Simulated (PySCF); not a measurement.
# A search over the determinants of NaF⁺

Unrestricted PBE0; basis Na def2-SVP, F def2-SVP; no relativity; PySCF 2.14. Outer shells of the fragments: Na+ closed shells only; F 2s2 2p5.

Followed along the bond (rough minima from three points):

| 2Ms+1 | unpaired | ⟨S²⟩ at the start | R at minimum (Å) | Te (eV) |
| --- | --- | --- | --- | --- |
| 2 | π ↑ | 0.75 | 2.44 | 0.00 |
| 2 | σ ↑ | 0.75 | 2.64 | 0.25 |

Solutions found at the starting distance of 2.290 Å, counted from the lowest of them; the search is not exhaustive and high or unbound solutions are not listed, so other states can lie among these:

```json
{"2Ms+1": "2", "unpaired": "π ↑", "term": "²Π", "E (eV)": "0.00", "⟨S²⟩": "0.75", "⟨Lz²⟩": "1.00", "μ (D)": "-4.59"}
{"2Ms+1": "2", "unpaired": "σ ↑", "term": "²Σ⁺", "E (eV)": "0.27", "⟨S²⟩": "0.75", "⟨Lz²⟩": "0.00", "μ (D)": "-4.59"}
```

A term symbol is given only where ⟨S²⟩ and ⟨Lz²⟩ are close to those of a pure state; real π, δ and φ orbitals otherwise mix terms. A positive dipole points towards F; it is taken about the centre of mass and depends on that origin.
